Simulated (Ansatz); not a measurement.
# How basis sets differ on AlCl (aluminium monochloride)

AlCl: 2 atoms, total charge 0, spin state singlet. SMILES: `[Al][Cl]`. Geometry: the measured bond length.

```xyz
2

Al    0.0000    0.0000    0.0000
Cl    0.0000    0.0000    2.1301
```

Quantity: the HOMO–LUMO gap, in eV. The values are calculated.

```csv
level,kind,program,value (eV)
B2GP-PLYP/pcseg-0,double hybrid,Ansatz,7.91
B2GP-PLYP/pcseg-1,double hybrid,Ansatz,7.78
B2GP-PLYP/pcseg-2,double hybrid,Ansatz,7.80
B2GP-PLYP/pcseg-3,double hybrid,Ansatz,7.76
```

The values span 7.76 to 7.91 eV. Orbital gaps aren't excitation energies, and those of double hybrids come from the SCF part alone.
